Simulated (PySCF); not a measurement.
C5H6O.
Cartesian coordinates in Å at the PBE0-D3(BJ)/def2-SVP level; atoms count from 1:
```xyz
12
C5H6O angstrom
C     -2.252   -0.374    0.886
C     -1.357    0.125    0.020
C      0.069   -0.091    0.137
C      0.996    0.388   -0.718
C      2.421    0.111   -0.527
O      3.297    0.495   -1.263
H     -1.937   -0.981    1.740
H     -3.323   -0.194    0.770
H     -1.699    0.729   -0.828
H      0.409   -0.696    0.988
H      0.722    0.997   -1.586
H      2.654   -0.508    0.380
```

Method: core-valence-separated Tamm–Dancoff BHandHLYP/aug-pcX-1 (pcseg-1 on H) in PySCF, non-relativistic, gas phase, PBE0-D3(BJ)/def2-SVP geometry. The energies are unshifted.

Task: List the carbon K-edge absorption lines.

Result: 
| E (eV) | f | core hole on | main final orbital | polarisation |
| --- | --- | --- | --- | --- |
| 281.97 | 0.0575 | C1 | LUMO (70 %) | out of plane |
| 282.16 | 0.0453 | C4 | LUMO (81 %) | out of plane |
| 282.20 | 0.0536 | C3 | LUMO (79 %) | out of plane |
| 282.63 | 0.0510 | C2 | LUMO (61 %) | out of plane |
| 283.19 | 0.0710 | C5 | LUMO (57 %) | out of plane |
| 285.49 | 0.0198 | C2 | LUMO+4 (51 %) | out of plane |
| 285.64 | 0.0200 | C4 | LUMO+5 (61 %) | out of plane |
| 286.16 | 0.0103 | C1 | LUMO+1 (61 %) | in plane |
| 286.35 | 0.0162 | C2 | LUMO+2 (66 %) | in plane |
| 286.41 | 0.0174 | C4 | LUMO+2 (37 %) | in plane |
| 286.53 | 0.0303 | C1 | LUMO+2 (37 %) | in plane |
| 286.68 | 0.0094 | C3 | LUMO+4 (69 %) | out of plane |
| 286.71 | 0.0241 | C3 | LUMO+1 (48 %) | in plane |
| 286.92 | 0.0011 | C1 | LUMO+4 (72 %) | out of plane |
| 287.17 | 0.0006 | C4 | LUMO+3 (51 %) | – |
| 287.25 | 0.0005 | C2 | LUMO+1 (91 %) | – |
| 287.32 | 0.0000 | C4 | LUMO+4 (80 %) | – |
| 287.69 | 0.0020 | C4 | LUMO+2 (45 %) | in plane |
| 287.73 | 0.0018 | C1 | LUMO+3 (54 %) | in plane |
| 287.76 | 0.0120 | C5 | LUMO (39 %) | out of plane |
| 287.77 | 0.0000 | C3 | LUMO+2 (63 %) | – |
| 287.77 | 0.0091 | C1 | LUMO+8 (53 %) | out of plane |
| 287.85 | 0.0001 | C3 | LUMO+5 (90 %) | – |

The first line with a tenth or more of the strongest one's intensity is at 281.97 eV (f = 0.058), with the hole on C1 (terminal =CH2 carbon), polarised out of plane: a 1s→π* resonance. The strongest listed is at 283.19 eV (f = 0.071; C5, 1s→π*).

Task: What does the O 1s absorption edge look like?

Result: 
```json
{"E (eV)": "528.07", "f": "0.0483", "core hole on": "O6", "main final orbital": "LUMO (64 %)", "polarisation": "out of plane"}
{"E (eV)": "533.67", "f": "0.0026", "core hole on": "O6", "main final orbital": "LUMO+5 (48 %)", "polarisation": "out of plane"}
{"E (eV)": "533.88", "f": "0.0008", "core hole on": "O6", "main final orbital": "LUMO+3 (46 %)", "polarisation": "–"}
{"E (eV)": "534.17", "f": "0.0000", "core hole on": "O6", "main final orbital": "LUMO+2 (33 %)", "polarisation": "–"}
{"E (eV)": "534.73", "f": "0.0017", "core hole on": "O6", "main final orbital": "spread", "polarisation": "in plane"}
{"E (eV)": "535.03", "f": "0.0000", "core hole on": "O6", "main final orbital": "LUMO+4 (35 %)", "polarisation": "–"}
```

The first line with a tenth or more of the strongest one's intensity is at 528.07 eV (f = 0.048), with the hole on O6 (aldehyde oxygen), polarised out of plane: a 1s→π* resonance. It is also the strongest listed.

Roots within 0.03 eV whose holes lie on the same, on equivalent or on shared atoms are summed into one line, and the highest roots are left out, as the search may have cut off their partners. Final orbitals are the ground state's empty Kohn–Sham orbitals. A dash: too weak, shared between unlike atoms, or no plane or axis to refer to.

Task: What are the wavelength and the wavenumber of the 282.63 eV line?

Result: λ = 12398.42 eV Å/282.63 eV = 43.868 Å; 2.2796 × 10⁶ cm⁻¹.

The list ends where the root search ended, not at a threshold.

One conformer stands for the species.
